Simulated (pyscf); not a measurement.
Optimised with ωB97X-D3(BJ)/def2-SVP in PySCF. MP2 and CC: frozen core, UHF for open shells. ΔMP2 is the change of the MP2 total energy from the triple- to the quadruple-zeta basis.

Problem. What is the homolytic dissociation enthalpy (298 K, CCSD(T)/def2-TZVPP + ΔMP2(QZVPP)) of the C–C bond of H₃C–CH₂–CH₃ (SMILES CCC), to CH₃• + •H₂C–CH₃?

Solution. C–C to CH₃• + •H₂C–CH₃: 88.3 kcal/mol. Other isomers of •H₂C–CH₃ were not searched in full and may lie lower. The CCSD(T) − MP2 part came from Ansatz, without density fitting, on the same reference.
